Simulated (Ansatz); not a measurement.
in.yaml

```yaml
crystal:
  periodic: [false, false, false]
  atoms:
    - {symbol: Br, position_ang: [0.000000, 0.000000, -1.724667]}
    - {symbol: H, position_ang: [0.000000, 0.000000, 0.030333]}
    - {symbol: Br, position_ang: [0.000000, 0.000000, 1.694333]}
basis:
  gaussian: {orbitals: 6-31G}
magnetization: {spin_polarized: true, initial_magnetization: 1}
correlation: {method: bccd, electrons: valence}
accuracy: high
```

```sh
$ ansatz run in.yaml --threads 1 --pin off --events-out ev --progress --plain --max-ram 2393MiB
```

Log:

```
863 factors; integrals over basis functions are off by at most 4.1e-9 eV
mean field evaluation 1: about -139991.8088 eV, gradient 8.3e0 eV
mean field evaluation 2: about -139991.8153 eV, gradient 8.3e0 eV
mean field evaluation 4: about -139992.6704 eV, gradient 1.3e0 eV
mean field evaluation 8: about -139992.7167 eV, gradient 1.1e-3 eV
mean field evaluation 16: about -139992.6620 eV, gradient 1.3e0 eV
mean field evaluation 32: about -139992.0750 eV, gradient 2.3e0 eV
mean field evaluation 64: about -139991.4954 eV, gradient 1.6e0 eV
mean field evaluation 96: about -139990.9454 eV, gradient 2.1e-1 eV
mean field -139992.71671942 eV, -5144.6374489670 hartree, gradient 2.1e-8 eV, S^2 0.821984; 8 other end points of the search recorded, 0 dependent functions left out
determinant -139992.71671942 eV, -5144.6374489670 hartree, with singles and doubles -140002.13472112 eV, -5144.9835541461 hartree
determinant -139992.27075123 eV, -5144.6210599386 hartree, with singles and doubles -140001.60313095 eV, -5144.9640185673 hartree
determinant -139991.44256482 eV, -5144.5906246494 hartree, with singles and doubles -140001.46945188 eV, -5144.9591059522 hartree
determinant -139990.94482780 eV, -5144.5723331510 hartree, with singles and doubles -140001.02358446 eV, -5144.9427206266 hartree
determinant -139992.71671942 eV, -5144.6374489670 hartree, with singles and doubles -140002.13416330 eV, -5144.9835336462 hartree
determinant -139992.27075123 eV, -5144.6210599386 hartree, with singles and doubles -140001.61449328 eV, -5144.9644361253 hartree
18 core orbitals not correlated: weight in the atoms' cores, before any rotation towards them, 1.000 or more for the frozen orbitals, at most 0.000 for the correlated occupied ones
reference -139992.71671942 eV, -5144.6374489670 hartree; 18, 17 occupied and 24, 25 virtual orbitals, 863 factors
second order -9.37043612 eV of doubles, -0.00000000 eV of singles
cycle   1  -9.41209355 eV  change    5.4e-3 eV  update   5.9e-3
cycle   2  -9.40730664 eV  change    4.8e-3 eV  update   2.3e-3
cycle   3  -9.40815558 eV  change   -8.5e-4 eV  update   1.1e-3
cycle   4  -9.40806535 eV  change    9.0e-5 eV  update   3.0e-4
cycle   5  -9.40859110 eV  change   -5.3e-4 eV  update   1.1e-4
cycle   6  -9.40858791 eV  change    3.2e-6 eV  update   3.5e-5
cycle   7  -9.40860080 eV  change   -1.3e-5 eV  update   9.7e-6
cycle   8  -9.40860477 eV  change   -4.0e-6 eV  update   4.5e-6
cycle   9  -9.40860036 eV  change    4.4e-6 eV  update   2.5e-6
cycle  10  -9.40860057 eV  change   -2.1e-7 eV  update   8.0e-7
cycle  11  -9.40860022 eV  change    3.6e-7 eV  update   2.3e-7
cycle  12  -9.40860015 eV  change    6.4e-8 eV  update   6.0e-8
cycle  13  -9.40860017 eV  change   -1.6e-8 eV  update   2.4e-8
cycle  14  -9.40859992 eV  change    2.5e-7 eV  update   7.5e-8
cycle  15  -9.40859978 eV  change    1.4e-7 eV  update   3.0e-8
cycle  16  -9.40859978 eV  change    2.1e-9 eV  update   4.3e-9
cycle  17  -9.40859977 eV  change   4.9e-10 eV  update   1.7e-9
Total energy: -140002.12531919 eV, -5144.9832086314 hartree
```

Ran on 1 thread of Arm Neoverse V1, shared host: 24 s wall, 0.27 GiB peak host memory.
